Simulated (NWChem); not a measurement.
## Extrapolating the UMP2 correlation energy of Cl2 (+1)

```
Cl
Cl 1 1.9598
```
Charge +1, spin multiplicity 2.

All runs are NWChem calculations. All single points use one geometry, from UPBE/def2-SVP, a minimum by its harmonic frequencies.

The correlated methods keep 10 core orbitals frozen. The structure started from a generated list of species. The unpaired electrons of the parent sit in orbitals of symmetry b3g (D2h labels of the run); other states weren't searched. The stability of the SCF solutions was not checked. Open-shell Hartree-Fock references start from PBE0 orbitals.

Worked example. The UMP2 correlation energy is -363.13 mHa in cc-pVTZ and -396.90 mHa in cc-pVQZ. The form E(X) = E∞ + A/X³ turns the pair into an estimate of the basis-set limit.

E∞ = (4³·(-396.90) − 3³·(-363.13))/(4³ − 3³) = -421.6 mHa. The larger basis holds 94 % of that. This is a two-point estimate.
